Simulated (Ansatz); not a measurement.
System: bcc Mo. Method: BLYP in Ansatz (PAW).

Run with plane-wave cutoff 520 eV, 24×24×24 k mesh, Fermi–Dirac smearing 0.05 eV, no spin polarisation, scalar-relativistic PAW data made under PBE.

Cell (relaxed at this level):

Mo is taken in the cubic space group Im-3m (No. 229), the bcc (W type) structure, Pearson symbol cI2. Lattice parameters: a = b = c = 3.202 Å, α = β = γ = 90.00°. Mo on 2a is coordinated by 8 Mo at 2.773 Å and 6 Mo at 3.202 Å. (Neighbours: up to the widest gap in distance over summed covalent radii, below 1.35, at either atom.)
(The calculation used a cell of 1 atom; values per cell refer to that cell.)

**Question.** Predict the bulk modulus B0 and pressure derivative B′ of the bulk modulus.

**Answer.** 
* **bulk modulus B0**: 234 GPa
* **pressure derivative B′ of the bulk modulus**: 4.4

The run finds no gap.

Measured, for comparison: bulk modulus 265 GPa (zero-point energy and finite temperature contributions removed, our sources range from 265 to 278; as tabulated in doi:10.1021/acs.jctc.3c00612). Computed (rounded) less measured: bulk modulus -12 % (-12 % to -16 % over the range).

Computed values are for the static lattice.

Cost on a shared machine: roughly 50 core-seconds.

Ansatz is a first-principles code.
